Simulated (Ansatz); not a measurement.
Geometry optimisation, Ansatz 0.2.0, RHF/6-31G*.

The input (input.yaml):

```yaml
crystal:
  periodic: [false, false, false]
  atoms:
    - { symbol: C, position_ang: [-1.1858, 0.5061, 0.9389] }
    - { symbol: "N", position_ang: [-0.4603, -0.513, 0.341] }
    - { symbol: C, position_ang: [0.5032, -0.269, -0.547] }
    - { symbol: "N", position_ang: [0.8421, 0.8086, -1.1938] }
    - { symbol: O, position_ang: [1.3351, -1.3396, -0.6819] }
    - { symbol: H, position_ang: [-2.048, 0.1432, 1.5222] }
    - { symbol: H, position_ang: [-0.5869, 1.1706, 1.5878] }
    - { symbol: H, position_ang: [-1.6408, 1.2045, 0.149] }
    - { symbol: H, position_ang: [-0.302, -1.3108, 0.9602] }
    - { symbol: H, position_ang: [1.5901, 0.7116, -1.7625] }
    - { symbol: H, position_ang: [1.07159, -2.05063, -0.13862] }
basis:
  gaussian: { orbitals: "6-31G*" }
hamiltonian:
  xc: hf
relax:
  f_tol: 0.015
  max_steps: 40
output:
  orbitals: {}
```

Command:

```bash
$ ansatz run input.yaml --threads 1 --pin off --max-ram 2048MiB --backend cpu --events-out ev --progress --plain --runs-dir out
```

Question: Where does it end, and by what steps?

Answer: It converged. After 10 steps the energy has fallen by 0.752 eV; H11 moved furthest, 0.50 Å.

```
step  energy less start (eV)  largest force component (eV/Å)  accepted
   0                  0.0000                           5.421       yes
   1                 -0.5849                           2.239       yes
   2                 -0.6829                           0.751       yes
   3                 -0.7241                           0.482       yes
   4                 -0.7433                           0.440       yes
   5                 -0.7263                           1.424        no
   6                 -0.7497                           0.174       yes
   7                 -0.7515                           0.046       yes
   8                 -0.7521                           0.024       yes
   9                 -0.7522                           0.017       yes
  10                 -0.7522                           0.005       yes
```

```xyz
11
Properties=species:S:1:pos:R:3
C -1.228 0.558 0.880
N -0.399 -0.555 0.456
C 0.621 -0.301 -0.436
N 0.824 0.819 -0.950
O 1.366 -1.391 -0.711
H -2.006 0.174 1.528
H -0.664 1.322 1.405
H -1.684 1.010 0.013
H -0.118 -1.155 1.203
H 1.548 0.764 -1.642
H 0.859 -2.181 -0.571
```

Whether the end is a true minimum wasn't checked by a vibrational analysis.

The run took 25 s on 1 thread of Arm Neoverse V1, with other jobs on the host, peak memory 0.16 GiB.
